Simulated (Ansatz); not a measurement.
MgO (rock salt): values from a third-order Birch-Murnaghan fit to a volume scan beside measured ones. Computed values: PBE (plane waves to 420 eV, PAW, scalar-relativistic; Ansatz, a first-principles code). MgO was relaxed with its symmetry unable to fall.

| quantity | reference | kind | PBE | difference |
|---|---|---|---|---|
| Lattice constant a (Å) | 4.189 | measured, corrected to the static lattice | 4.254 | +1.5 % |
| Bulk modulus B₀ (GPa) | 169.8 | measured, corrected to the static lattice | 149 | -12.2 % |

PBE overestimates the lattice constant a by 1.5 %. PBE underestimates the bulk modulus B₀ by 12.2 %.

References as given in: Daniel Mejia-Rodriguez, S. B. Trickey, Physical Review B (2018), arXiv:1807.09216.

(A scan under strain: stresses follow from slopes of the energy per volume, elastic moduli from its curvatures.)
